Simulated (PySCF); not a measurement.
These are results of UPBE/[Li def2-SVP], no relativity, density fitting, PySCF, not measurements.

```xyz
3
charge 0 multiplicity 2, angstrom
Li    0.0000    1.5287    0.0000
Li    1.6604   -0.7644    0.0000
Li   -1.6604   -0.7644    0.0000
```

Li3 (doublet), along the line from Li1 (at 0) through Li2 (at 2.831 Å).

Q: Tabulate the fields along this line at -0.85, -0.57, -0.28, 0.14, 0.42, 0.71, 0.99, 1.27, 1.56, 1.84, 2.12, 2.41, 2.69, 3.11, 3.40, 3.68, 3.96, 4.25, 4.53 Å.

A: 
```
distance (Å)  electron density (e/Å³)  spin density (e/Å³)  electron localisation function  electrostatic potential (V)
       -0.85                   0.0306              0.00601                          0.0149                         9.15
       -0.57                    0.296              0.00463                           0.858                         17.8
       -0.28                     4.56              0.00542                               1                         56.7
        0.14                     19.4               0.0358                               1                          176
        0.42                     1.13              0.00334                           0.942                         27.5
        0.71                    0.124              0.00616                          0.0358                         10.6
        0.99                   0.0719              0.00804                           0.185                         4.86
        1.27                   0.0722              0.00904                           0.928                         2.65
        1.56                   0.0719              0.00944                            0.94                         2.62
        1.84                   0.0709              0.00889                            0.19                         4.77
        2.12                    0.122              0.00586                          0.0336                         10.4
        2.41                     1.12             -0.00043                           0.944                         27.3
        2.69                     19.5                0.106                               1                          176
        3.11                     4.56                0.011                               1                         56.4
        3.40                    0.294              0.00289                           0.814                         17.5
        3.68                   0.0316              0.00718                          0.0137                         8.87
        3.96                   0.0119              0.00767                          0.0205                         5.13
        4.25                  0.00902              0.00659                           0.612                         3.12
        4.53                  0.00697              0.00517                           0.889                         1.96
```
